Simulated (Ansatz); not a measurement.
# How far a parabola holds: energy against volume of fcc Au

System: fcc Au. Method: r²SCAN (PAW; Ansatz, a program for electronic structure). Settings: plane-wave cutoff 560 eV, 24×24×24 k mesh, Fermi–Dirac smearing 0.05 eV, scalar-relativistic PAW data made under PBE. The cell has no free parameter but its volume, all volumes share cutoff and mesh, and the runs aren't spin-polarised. Energies are free energies at the run's smearing, counted from the lowest row; static lattice.

```csv
V (Å³/atom),E (meV/atom)
16.844,14.66
17.195,3.47
17.546,0.00
17.896,3.26
18.247,12.40
18.598,?
```

Problem. Fit E against V with a parabola, and predict the withheld value at V = 18.598.

Solution. With u = V - 17.5, the rows have u = -0.6560, -0.3050, 0.0460, 0.3960, 0.7470. Least squares gives E = 0.110 - 3.8521·u + 27.5082·u². Residuals (row less fit): 0.185, -0.374, 0.009, 0.362, -0.182; standard error 0.411 (degrees of freedom: 2). The fitted curve has its minimum at V = 17.6, where E = -0.02. Its curvature is d²E/dV² = 2 × 27.5082 meV/Å⁶, so B = V0·d²E/dV² × 0.1602 = 155 GPa. At the withheld row, u = 1.0980, so E = 0.110 - 3.8521 × 1.0980 + 27.5082 × 1.0980² = 29.044 meV/atom. The calculation gives 26.68 meV/atom, 2.364 meV/atom below the prediction (8.9 % of the range of E in the table). The row lies outside the fitted rows, so this is an extrapolation. From the scatter of the fitted rows alone, a prediction at this place has a standard error of 0.974 meV/atom, so the miss is 2.4 times that.

The residuals are curvature that a parabola lacks, not noise. A solid that stiffens under compression and softens on expansion lies above the parabola at the compressed end and under it at the expanded end, as this row does. A third-order Birch-Murnaghan fit to the whole scan has B0 = 154 GPa. Only scans are tabulated whose curvature falls smoothly with volume, and where the parabola meets the shown rows within 5 % of their range and misses the end by 0.1 meV or more.

Measured, for comparison: bulk modulus 182 GPa (0 K value with the zero-point phonon effect removed, sources range from 175 to 182; as tabulated in Mejia-Rodriguez and Trickey (2018), arXiv:1807.09216). Computed less measured: bulk modulus -15 % (-12 % to -15 % over the range).

Spin–orbit coupling is not included; it can shift volumes and moduli of such heavy elements.
